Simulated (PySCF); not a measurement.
Species: formic acid, CH₂O₂.
Numbering: `[O:1]=[CH:2][OH:3]` (hydrogens: H4 on C2; H5 on O3)

Method: PySCF, BHandHLYP/6-31+G* geometry optimisation, gas phase.

(1) Give the optimised bond lengths and angles.

Results:

(1) 
```csv
bond,length (bohr),order
O1=C2,2.256,double
C2–O3,2.513,single
C2–H4,2.057,single
O3–H5,1.824,single
```

Orders are formal, as drawn. A selection of angles:
```csv
angle,degrees
O1–C2–O3,124.9
O1–C2–H4,124.8
O3–C2–H4,110.3
C2–O3–H5,108.5
```

Torsions: H5–O3–C2–O1 0° (synperiplanar).

The 2 C–O bonds span 1.194 Å (O1=C2, drawn double) to 1.330 Å (C2–O3, drawn single), a spread of 0.136 Å.

Point group: Cs (tolerance 0.08 Å). No BHandHLYP/6-31+G* frequencies stand behind this structure, so it isn't proved a minimum. One conformer, not necessarily the lowest (O1–C2–O3–H 0°).
